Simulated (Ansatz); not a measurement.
# AlSiP (singlet): the correlation ladder at a displaced geometry (v1), cc-pVDZ

One table from this session's results is given with a row withheld; the runs are named, their logs left out.

Method: cc-pVDZ, core rule «outside noble gas», up to 15 orbitals frozen; program: Ansatz 0.2.0, Gaussian basis.

To be run: UHF; CCSD(T) on RHF; BCCD(T) on RHF; CISD; CCSDT(Q) on RHF; CCSDT(Q) on UHF.

31 further runs of the same task are left out: 22 that didn't finish, 9 set aside as unsound or not needed.

## The geometry

The geometry is a PBE0/def2-TZVP stationary point (not a proven minimum) with its atoms shifted at random (size 0.040 Å).

3 atoms, charge 0, spin multiplicity 1.

Atoms are counted from 1 here; the program's logs count them from 0.

Bond lengths: Al1–Si2 2.600 Å, Si2–P3 2.020 Å. Angles: Al1–Si2–P3 177.5°.

The first run:

Input file in.yaml:

```yaml
crystal:
  periodic: [false, false, false]
  atoms:
    - {symbol: Al, position_ang: [-0.015433, -0.009008, 2.405873]}
    - {symbol: Si, position_ang: [-0.016266, -0.025151, -0.193680]}
    - {symbol: P, position_ang: [0.031698, 0.034159, -2.212193]}
basis:
  gaussian: {orbitals: cc-pVDZ}
magnetization: {spin_polarized: true, initial_magnetization: 0}
hamiltonian: {xc: hf}
output: {orbitals: {seedname: orbitals}}
```

The run is started by

```bash
$ ansatz run in.yaml --threads 1 --pin off --events-out ev --progress --plain --max-ram 2393MiB
```

Steps of the session up to this table: UHF; CCSD(T) on RHF; BCCD(T) on RHF; CISD; CCSDT(Q) on RHF; CCSDT(Q) on UHF.

One table of the session follows, with a row left open; its other results are not shown here.

It belongs to the step «Misses and costs». 

| method | from RCCSDT(Q) (kcal/mol) |
| --- | --- |
| RHF | +191.92 |
| RMP2 | ? |
| CISD | +38.44 |
| RCCSD | +14.41 |
| RCCSD(T) | +2.33 |
| BCCD(T) | +2.27 |
| RCCSDT | +1.72 |
| RCCSDT(Q) | 0 |

Estimate the missing values for RMP2.

As computed: from RCCSDT(Q) (kcal/mol): +31.32. In the column «from RCCSDT(Q) (kcal/mol)» it lies between RCCSD (+14.41) and CISD (+38.44).

Not comparable, so not listed: CCSDT(Q) on UHF (they don't share determinant, frozen orbitals or solution with the rows shown, or repeat one).
